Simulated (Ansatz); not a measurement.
Basis-set extrapolation for `CNCCN` (PBE0-D4/def2-TZVP geometry, frozen core, Ansatz 0.2.0). Multiplicity 1, RHF reference.

```
                      def2-TZVPP   def2-QZVPP
                 HF  -228.396053  -228.407343
    MP2 correlation    -0.958691    -1.022128
CCSD(T) correlation    -1.045773      not run
```

Energies in hartree. Use E(X) = E(∞) + A·exp(−7.88·√X) for Hartree–Fock and E(X) = E(∞) + B·X^(−2.97) for correlation, with X = 3 and 4, and add CCSD(T) minus MP2 of the smaller set to the MP2 limit.

Problem. What is the CCSD(T) energy at the basis-set limit?

Solution. HF limit: -228.407343 + (-0.011290) × 0.13774 = -228.40890. MP2 limit: -1.022128 + (-0.063437) × 0.74074 = -1.06912. Higher-order term: -1.045773 − (-0.958691) = -0.08708. Total: -229.56510 hartree, 77.4 kcal/mol below CCSD(T)/def2-TZVPP.
